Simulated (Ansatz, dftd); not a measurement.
Reaction: C3H7Br (2-bromopropane, SMILES CC(Br)C) → C3H7 (SMILES C[CH]C, doublet) + Br (doublet) (the Br-C bond breaks)
Each species at its own B3LYP-D3(BJ)/def2-TZVP minimum (Ansatz, a first-principles code).

Quantity: bond dissociation energy (electronic), in kcal/mol. Open shells are spin-unrestricted; no spin-orbit coupling. Cores are frozen in correlated methods (noble-gas shells, and filled d and f shells in the p block). No relativity. CBS(X,Y): correlation extrapolated as X^-3, Hartree-Fock from the larger set. A bracket is a step between two methods taken in the basis named. Double hybrids freeze cores in their MP2 part. Spin-orbit terms, left out, reach several kcal/mol for Br and I, and more for heavier atoms.

```json
[
 {"level": "B3LYP-D4/def2-TZVPD", "program": "Ansatz + dftd4", "bond dissociation energy (kcal/mol)": "71.6", "difference against the last row": "-5.4"},
 {"level": "B2PLYP-D4/def2-TZVPD", "program": "Ansatz + dftd4", "bond dissociation energy (kcal/mol)": "73.5", "difference against the last row": "-3.5"},
 {"level": "CCSD/cc-pVDZ", "program": "Ansatz", "bond dissociation energy (kcal/mol)": "66.6", "difference against the last row": "-10.4"},
 {"level": "CCSD/cc-pVTZ", "program": "Ansatz", "bond dissociation energy (kcal/mol)": "70.0", "difference against the last row": "-7.0"},
 {"level": "CCSDT(Q)/cc-pVDZ", "program": "Ansatz", "bond dissociation energy (kcal/mol)": "69.3", "difference against the last row": "-7.7"},
 {"level": "CCSD(T)/CBS(cc-pVTZ,cc-pVQZ) + [CCSDT(Q) - CCSD(T)]/cc-pVDZ", "program": "Ansatz", "bond dissociation energy (kcal/mol)": "77.0", "difference against the last row": "0.0"}
]
```
